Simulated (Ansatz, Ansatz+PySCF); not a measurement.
```xyz
3

O     0.0000    0.0000   -0.1262
H     0.0000    0.8860    0.5048
H     0.0000   -0.8860    0.5048
```

UHF on doublet H2O(+) was run in several spherical basis sets with Ansatz (development build ahead of 0.2.0).

Q: Rank the basis sets by the total energy that they give, lowest first, with the distance from the lowest.
A. 6-31G(d)
B. def2-SVP
C. cc-pVDZ
D. cc-pVTZ
E. def2-TZVP

A: E (0.00 eV), D (0.04 eV), C (0.66 eV), A (1.20 eV), B (2.56 eV).

Totals follow the description of the cores as much as that of the bonds, so this order isn't one of quality for chemistry.
